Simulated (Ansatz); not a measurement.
Compare A (`C=C(N)N`) with its isomer B (`N/C=C\N`).

Program: Ansatz. Geometries: PBE0-D4/def2-TZVP. ΔE: electronic, gas phase. CCSD(T)/CBS is the MP2 limit (def2-TZVPP, def2-QZVPP) plus CCSD(T) − MP2 in def2-TZVPP, frozen cores. DFT in def2-TZVPP. B3LYP here is the variant with VWN-RPA as its local correlation; programs differ in this. One conformer a species, not always the lowest.

A:

Z-matrix (Å, degrees):
```
C
C 1 1.340
H 1 1.081 2 121.0
H 1 1.081 2 121.0 3 180.0
N 2 1.391 1 124.4 3 9.5
N 2 1.391 1 124.4 3 -170.5
H 5 1.011 2 113.1 1 -134.3
H 5 1.007 2 113.4 1 -5.7
H 6 1.008 2 113.5 1 -5.7
H 6 1.010 2 113.1 1 -134.3
```

B:

```xyz
10

N     0.782    0.664    1.121
C     0.396    0.806   -0.221
C    -0.374   -0.089   -0.840
N    -0.799   -1.272   -0.217
H     1.537    1.278    1.384
H     1.028   -0.291    1.351
H     0.703    1.709   -0.731
H    -0.651    0.053   -1.876
H    -1.541   -1.738   -0.715
H    -1.081   -1.121    0.744
```

**Question.** Which is lower in electronic energy at CCSD(T)/CBS, and by how much? (An estimate is asked.)

**Answer.** Ansatz gave: A, by 5.9 kcal/mol.

**Question.** Give E(B) − E(A) in kcal/mol with CCSD(T)/def2-SVP, ωB97M-V, CCSD(T)/def2-TZVPP, r2SCAN-D4, CCSD/def2-TZVPP, HF/def2-TZVPP, B3LYP. (Estimate.)

**Answer.** Ansatz gave: CCSD(T)/def2-SVP 6.6, ωB97M-V 6.9, CCSD(T)/def2-TZVPP 6.3, r2SCAN-D4 7.2, CCSD/def2-TZVPP 6.5, HF/def2-TZVPP 8.3, B3LYP 6.3. None reverses the order clearly.

**Question.** Does the order hold for the free energy at 298.15 K (harmonic terms from PBE0-D4)? (Best estimate.)

**Answer.** The calculation gave: Yes: G(B) − G(A) = +5.3 kcal/mol, for one conformer each.

Largest T1 diagnostic: 0.011.

Leaving LDA and LC-ωPBE aside and taking each functional with its dispersion term where it has one, the values, not all of them listed here, spread over 1.9 kcal/mol, from BLYP-D4 to B97M-V. From BLYP to BHLYP (50 % exact exchange), in def2-TZVPP and without D4, E(B) − E(A) moves by +1.5 kcal/mol.
